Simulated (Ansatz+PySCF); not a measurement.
The numbers below are computed, except where a source is named.
**Several solutions for singlet H₂S**

```yaml
atoms:
  - { symbol: S, position_ang: [0.0000, 0.0000, -0.2236] }
  - { symbol: H, position_ang: [0.0000, 2.0888, 1.7891] }
  - { symbol: H, position_ang: [0.0000, -2.0888, 1.7891] }
```

Basis set: 6-31G (spherical functions). Charge 0, multiplicity 1.

PBE0 (unrestricted) was run from several starts with Ansatz (development build ahead of 0.2.0) and PySCF 2.14.0.

```tsv
run	program	start	converged	energy (hartree)	<S²>
A	Ansatz	stability test followed	yes	-398.95136	1.82
B	Ansatz	atomic start, no search	yes	-398.86665	0.00
C	PySCF	program defaults	yes	-398.86665	0.00
D	Ansatz	search for the lowest state	yes	-398.95136	1.82
```

Problem. Which runs reached the lowest solution of this kind, and what is wrong with the others?

Solution. A, D reached the lowest solution found. Converged but too high: B by 2.31 eV, C by 2.31 eV. Convergence only shows a stationary point, and even a stable one can lie too high; stability tests and further starts are what find lower ones. Caution: charge can spread falsely over distant fragments. Caution: the unrestricted determinant is a mixture of spin states.
